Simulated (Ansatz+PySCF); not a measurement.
singlet H₄O₂ in separate pieces: levels of theory in one basis

```xyz
6

O     0.0000    0.0000   -0.1197
H     0.0000    0.7542    0.4787
H     0.0000   -0.7542    0.4787
O    30.0436    0.0027    0.1114
H    30.3744   -0.4869   -0.6486
H    29.2770    0.4651   -0.2427
```

Basis set: cc-pVDZ (spherical functions). Frozen core: 2 orbitals. Charge 0, multiplicity 1.

Computed with Ansatz (development build ahead of 0.2.0); each method stands on the lowest determinant of its kind that the runs found. NEVPT2 correlates all electrons. Active spaces start from the frontier orbitals, and the lowest solution found is given.

| method | E − E(RHF) (eV) | <S²> of the determinant |
| --- | --- | --- |
| RHF | 0.00 | 0.00 |
| RHF-MP2 | -11.00 | – |
| RHF-CCSD(T) | -11.69 | – |
| CASSCF(8,8) | -2.81 | – |
| CASSCF(2,2) | -0.57 | – |
| SC-NEVPT2(2,2) | -11.15 | – |
| SC-NEVPT2(8,8) | -10.94 | – |

(1) What does RHF-CCSD give on the same scale?

(2) Is a single determinant a sound starting point here?

Answers

(1) -11.52 eV.

(2) By this sign, yes. Unrestricted orbitals gain 0.00 eV and <S²> is 0.00 against 0.00 for a pure state. The CASSCF(8,8) natural occupations are 1.98, 1.98, 1.98, 1.98, 0.02, 0.02, 0.02, 0.02. The CASSCF(2,2) natural occupations are 1.98, 0.02.

Caution for CASSCF(2,2), SC-NEVPT2(2,2): other starts end on other solutions of this active space.
